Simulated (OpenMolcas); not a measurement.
# BH3O (BH2(OH)), step by step

We compute a single-point energy (UHF/STO-3G), then a single-point energy (CASSCF(2,2)/STO-3G), then the energy (CASPT2(2,2)/STO-3G), then a single-point energy (SC-NEVPT2(2,2)/STO-3G), then the energy (MRCI(2,2)/STO-3G) of BH3O (BH2(OH)). 

Program for the calculation: OpenMolcas 26.06.

3 further runs of the same task are left out: 1 that didn't finish, 2 set aside as unsound or not needed.

### Step 1. The molecule

BH3O: 5 atoms, total charge 0, spin state singlet. SMILES: `[H]B([H])O`. The O4–H5 distance was set to 2.396 Å, away from the relaxed value. At this shape a bond of the SMILES string is far longer than usual.

Bond lengths: B1–O4 1.325 Å, B1–H2 1.172 Å, B1–H3 1.182 Å. Angles: H2–B1–O4 115.8°, H3–B1–O4 122.8°, H2–B1–H3 121.4°.

### Step 2. The energy at UHF/STO-3G (run 1)

The input, step1.input:

```
* BH3O Hartree-Fock
>>> EXPORT MOLCAS_PRINT=2

&GATEWAY
  BasLib=$CurrDir
  Coord
  5
  bohr
  B      3.12770650     0.87342575    -0.87350322
  H      5.26797251     1.03889017    -1.41606249
  H      1.79756607     2.66654907    -0.82096884
  O      2.31438727    -1.43427000    -0.33872963
  H     -2.04506161    -1.93730943     0.77539242
  Basis=STO-3G
  Group=NoSym

&SEWARD

&SCF
  UHF
  Scramble=0.25
  PrOrbitals=1 1
```

The basis set STO-3G is read from a file made from the Basis Set Exchange's data (not shown).

Launch:

```console
$ export MOLCAS_MEM=1860
$ pymolcas step1.input > step1.log
```

The log of the run:

```text
--- Start Module: gateway ---
[...]
--- Stop Module: gateway /rc=_RC_ALL_IS_WELL_ ---
--- Start Module: seward ---
[...]
      Basis functions           13
--- Stop Module: seward /rc=_RC_ALL_IS_WELL_ ---
--- Start Module: scf ---
[...]
       Convergence after  23 Iterations
[...]
::    Total SCF energy                                -99.8578078997
[...]
      Total spin, S                                     0.6215075129
[...]
      Total electronic charge=   16.000000
      Total            charge=   -0.000000
[...]
      Dipole Moment (debye):
      Origin of the operator (angstrom)=    1.3484   -0.2034   -0.2909
                   X=  1.4406E-02               Y=  2.8105E-01               Z= -4.1635E-02           Total=  2.8448E-01
      Quadrupole Moment (debye*angstrom):
[...]
--- Stop Module: scf /rc=_RC_ALL_IS_WELL_ ---
[...]
```

Wall time 1.9 s (1 thread of Arm Neoverse V1, shared host); peak memory 0.37 GiB.

### Step 3. A single-point energy at CASSCF(2,2)/STO-3G (run 2)

The input, step2.inp:

```
&GATEWAY
 BASLIB=$CurrDir
 COORD
 5
 bohr
 B      3.12770650     0.87342575    -0.87350322
 H      5.26797251     1.03889017    -1.41606249
 H      1.79756607     2.66654907    -0.82096884
 O      2.31438727    -1.43427000    -0.33872963
 H     -2.04506161    -1.93730943     0.77539242
 BASIS=STO-3G
 GROUP=NoSym

&SEWARD

&RASSCF
 FILEORB=$CurrDir/step1.UnaOrb
 SPIN=1
 NACTEL=2 0 0
 INACTIVE=7
 RAS2=2
 ORBLISTING=Nothing
 ORBAPPEAR=Compact
```

The basis set STO-3G is read from a file made from the Basis Set Exchange's data (not shown).

Launch:

```console
$ export MOLCAS_MEM=1860
$ pymolcas step2.inp > step2.log
```

The log of the run:

```text
--- Start Module: gateway ---
[...]
--- Stop Module: gateway /rc=_RC_ALL_IS_WELL_ ---
--- Start Module: seward ---
[...]
      Basis functions           13
--- Stop Module: seward /rc=_RC_ALL_IS_WELL_ ---
--- Start Module: rasscf ---
[...]
      Number of active orbitals                  2
[...]
      Spin quantum number                      0.0
[...]
      Active orbitals                            2
[...]
      Number of CSFs                             3
[...]
      Number of root(s) required                 1
[...]
      Convergence after 11 iterations
[...]
      printout of CI-coefficients larger than  0.05 for root  1
      energy=     -99.857461
      conf/sym  11     Coeff  Weight
             1  20  -0.77108 0.59457
             3  02   0.63674 0.40543
      Natural orbitals and occupation numbers for root  1
      sym 1:   1.189132   0.810868
      ************************************************************************************************************************
      *                                                    Final results                                                     *
[...]
::    RASSCF root number  1 Total energy:    -99.85746057
[...]
      Total electronic charge=   16.000000
      Total            charge=   -0.000000
[...]
      Dipole Moment (debye):
      Origin of the operator (angstrom)=    1.3484   -0.2034   -0.2909
                   X= -4.3977E-03               Y=  3.0096E-01               Z= -4.0011E-02           Total=  3.0364E-01
      Quadrupole Moment (debye*angstrom):
[...]
--- Stop Module: rasscf /rc=_RC_ALL_IS_WELL_ ---
[...]
```

Run time: 1.7 s. Hardware: 1 thread of Arm Neoverse V1, shared host; peak memory 0.37 GiB.

### Step 4. The energy at CASPT2(2,2)/STO-3G (run 3)

The input, step3.input:

```
&GATEWAY
BasLib
$CurrDir
Coord
5
bohr
B      3.12770650     0.87342575    -0.87350322
H      5.26797251     1.03889017    -1.41606249
H      1.79756607     2.66654907    -0.82096884
O      2.31438727    -1.43427000    -0.33872963
H     -2.04506161    -1.93730943     0.77539242
Basis
STO-3G
Group
NoSym
&SEWARD
&RASSCF
FileOrb
$CurrDir/step2.RasOrb
Spin
1
Nactel
2 0 0
Inactive
7
Ras2
2
OrbListing
Nothing
OrbAppear
Compact
&CASPT2
Imaginary
0.1
Frozen
2
```

The basis set STO-3G is read from a file made from the Basis Set Exchange's data (not shown).

Launch:

```console
$ export MOLCAS_MEM=1860
$ pymolcas step3.input > step3.log
```

The log of the run:

```text
--- Start Module: gateway ---
[...]
--- Stop Module: gateway /rc=_RC_ALL_IS_WELL_ ---
[...]
      Basis functions           13
[...]
--- Start Module: rasscf ---
[...]
      Number of active orbitals                  2
[...]
      Spin quantum number                      0.0
[...]
      Active orbitals                            2
[...]
      Number of CSFs                             3
[...]
      Number of root(s) required                 1
[...]
      Convergence after  4 iterations
[...]
      printout of CI-coefficients larger than  0.05 for root  1
      energy=     -99.857461
      conf/sym  11     Coeff  Weight
             1  20  -0.77108 0.59457
             3  02   0.63674 0.40543
      Natural orbitals and occupation numbers for root  1
      sym 1:   1.189132   0.810868
      ************************************************************************************************************************
      *                                                    Final results                                                     *
[...]
::    RASSCF root number  1 Total energy:    -99.85746057
[...]
      Total electronic charge=   16.000000
      Total            charge=   -0.000000
[...]
      Dipole Moment (debye):
      Origin of the operator (angstrom)=    1.3484   -0.2034   -0.2909
                   X= -4.3946E-03               Y=  3.0097E-01               Z= -4.0013E-02           Total=  3.0365E-01
      Quadrupole Moment (debye*angstrom):
[...]
--- Stop Module: rasscf /rc=_RC_ALL_IS_WELL_ ---
--- Start Module: caspt2 ---
[...]
 ###    WARNING: User changed nr of frozen orbitals.                         ###
 ###############################################################################
[...]
      E2 (Variational):          -0.0661620684
      Total energy:             -99.9236226384
[...]
      Reference weight:           0.97019
[...]
::    CASPT2 Root  1     Total energy:    -99.92362264
[...]
--- Stop Module: caspt2 /rc=_RC_ALL_IS_WELL_ ---
[...]
```

It took 1.6 s on 1 thread of Arm Neoverse V1, shared host; peak memory 0.37 GiB.

### Step 5. A single-point energy at SC-NEVPT2(2,2)/STO-3G (run 4)

The input, step4.inp:

```
&GATEWAY
BASLIB=$CurrDir
COORD
5
bohr
B      3.12770650     0.87342575    -0.87350322
H      5.26797251     1.03889017    -1.41606249
H      1.79756607     2.66654907    -0.82096884
O      2.31438727    -1.43427000    -0.33872963
H     -2.04506161    -1.93730943     0.77539242
BASIS=STO-3G
GROUP=NoSym
&SEWARD
&RASSCF
FILEORB=$CurrDir/step2.RasOrb
SPIN=1
NACTEL=2 0 0
INACTIVE=7
RAS2=2
ORBLISTING=Nothing
ORBAPPEAR=Compact
&CASPT2
SC-NEVPT2
FROZEN=2
```

The basis set STO-3G is read from a file made from the Basis Set Exchange's data (not shown).

Launch:

```console
$ export MOLCAS_MEM=1860
$ pymolcas step4.inp > step4.log
```

The log of the run:

```text
--- Start Module: gateway ---
[...]
--- Stop Module: gateway /rc=_RC_ALL_IS_WELL_ ---
[...]
      Basis functions           13
[...]
--- Start Module: rasscf ---
[...]
      Number of active orbitals                  2
[...]
      Spin quantum number                      0.0
[...]
      Active orbitals                            2
[...]
      Number of CSFs                             3
[...]
      Number of root(s) required                 1
[...]
      Convergence after  4 iterations
[...]
      printout of CI-coefficients larger than  0.05 for root  1
      energy=     -99.857461
      conf/sym  11     Coeff  Weight
             1  20  -0.77108 0.59457
             3  02   0.63674 0.40543
      Natural orbitals and occupation numbers for root  1
      sym 1:   1.189132   0.810868
      ************************************************************************************************************************
      *                                                    Final results                                                     *
[...]
::    RASSCF root number  1 Total energy:    -99.85746057
[...]
      Total electronic charge=   16.000000
      Total            charge=   -0.000000
[...]
      Dipole Moment (debye):
      Origin of the operator (angstrom)=    1.3484   -0.2034   -0.2909
                   X= -4.3946E-03               Y=  3.0097E-01               Z= -4.0013E-02           Total=  3.0365E-01
      Quadrupole Moment (debye*angstrom):
[...]
--- Stop Module: rasscf /rc=_RC_ALL_IS_WELL_ ---
--- Start Module: caspt2 ---
[...]
 ###    WARNING: User changed nr of frozen orbitals.                         ###
 ###############################################################################
[...]
      E2 (Variational):          -0.0650065283
[...]
      E2 (Variational):          -0.0649335070
      Total energy:             -99.9223940770
[...]
      Reference weight:           0.97133
[...]
::    SC-NEVPT2 Root  1     Total energy:    -99.92239408
[...]
--- Stop Module: caspt2 /rc=_RC_ALL_IS_WELL_ ---
[...]
```

It took 1.6 s on 1 thread of Arm Neoverse V1, shared host; peak memory 0.37 GiB.

### Step 6. The energy at MRCI(2,2)/STO-3G (run 5)

The input, step5.input:

```
* BH3O MRCI

&GATEWAY
  BasLib = $CurrDir
  Coord
  5
  bohr
  B      3.12770650     0.87342575    -0.87350322
  H      5.26797251     1.03889017    -1.41606249
  H      1.79756607     2.66654907    -0.82096884
  O      2.31438727    -1.43427000    -0.33872963
  H     -2.04506161    -1.93730943     0.77539242
  Basis = STO-3G
  Group = NoSym

&SEWARD

&RASSCF
  FileOrb = $CurrDir/step2.RasOrb
  Spin = 1
  Nactel = 2 0 0
  Inactive = 7
  Ras2 = 2
  OrbListing = Nothing
  OrbAppear = Compact

&MOTRA
  LumOrb
  Frozen = 2

&GUGA
  Electrons = 12
  Spin = 1
  Inactive = 5
  Active = 2
  CIAll = 1

&MRCI
  SDCI
```

The basis set STO-3G is read from a file made from the Basis Set Exchange's data (not shown).

Launch:

```console
$ export MOLCAS_MEM=1860
$ pymolcas step5.input > step5.log
```

The log of the run:

```text
--- Start Module: gateway ---
[...]
--- Stop Module: gateway /rc=_RC_ALL_IS_WELL_ ---
[...]
      Basis functions           13
[...]
      Number of active orbitals                  2
[...]
      Spin quantum number                      0.0
[...]
      Active orbitals                            2
[...]
      Number of CSFs                             3
[...]
      Number of root(s) required                 1
[...]
      Convergence after  4 iterations
[...]
      printout of CI-coefficients larger than  0.05 for root  1
      energy=     -99.857461
      conf/sym  11     Coeff  Weight
             1  20  -0.77108 0.59457
             3  02   0.63674 0.40543
      Natural orbitals and occupation numbers for root  1
      sym 1:   1.189132   0.810868
      ************************************************************************************************************************
      *                                                    Final results                                                     *
[...]
::    RASSCF root number  1 Total energy:    -99.85746057
[...]
      Dipole Moment (debye):
      Origin of the operator (angstrom)=    1.3484   -0.2034   -0.2909
                   X= -4.3946E-03               Y=  3.0097E-01               Z= -4.0013E-02           Total=  3.0365E-01
      Quadrupole Moment (debye*angstrom):
[...]
      *** WARNING: Default frozen orbitals is overwritten by user input.
      *** Default values:   2
[...]
--- Start Module: guga ---
[...]
--- Stop Module: guga /rc=_RC_ALL_IS_WELL_ ---
--- Start Module: mrci ---
[...]
       (But an ACPF correction will be computed)
       USE THE DEFAULT ACPF G-VALUE GFAC=  0.16666666666666666
[...]
                      CI ENERGY:   -99.94413690
[...]
                ACPF CORRECTION:    -0.00548182
[...]
      Total electronic charge=   16.000000
      Total            charge=   -0.000000
[...]
     ACPF CORRECTION:     -0.00548182
[...]
  CI State   1     Total energy:    -99.94413690     QDav:     -0.00666245     QACPF:     -0.00548182
[...]
--- Stop Module: mrci /rc=_RC_ALL_IS_WELL_ ---
[...]
```

Run time: 1.8 s. Hardware: 1 thread of Arm Neoverse V1, shared host; peak memory 0.37 GiB.

### Step 7. What came out

| quantity | value |
| --- | --- |
| run 1, UHF/STO-3G: total energy | -99.85781 Eh |
| run 1, UHF/STO-3G: dipole moment | 0.28 D |
| run 1, UHF/STO-3G: HOMO energy | -11.57 eV |
| run 1, UHF/STO-3G: LUMO energy | 7.36 eV |
| run 1, UHF/STO-3G: HOMO–LUMO gap | 18.93 eV |
| run 1, UHF/STO-3G: ⟨S²⟩ | 1.008 |
| run 2, CASSCF(2,2)/STO-3G: total energy | -99.85746 Eh |
| run 2, CASSCF(2,2)/STO-3G: dipole moment (CASSCF density) | 0.30 D |
| run 3, CASPT2(2,2)/STO-3G: total energy | -99.92362 Eh |
| run 3, CASPT2(2,2)/STO-3G: dipole moment (CASSCF density) | 0.30 D |
| run 4, SC-NEVPT2(2,2)/STO-3G: total energy | -99.92239 Eh |
| run 4, SC-NEVPT2(2,2)/STO-3G: dipole moment (CASSCF density) | 0.30 D |
| run 5, MRCI(2,2)/STO-3G: total energy | -99.94414 Eh |
| run 5, MRCI(2,2)/STO-3G: dipole moment (CASSCF density) | 0.30 D |

In words: ⟨S²⟩ (run 1, UHF/STO-3G) is 1.01 where a pure singlet has 0.00: the reference is spin-contaminated. Mulliken charges (run 4, SC-NEVPT2(2,2)/STO-3G) of the CASSCF density run from -0.14 on O4 to +0.24 on B1; they depend strongly on the basis.
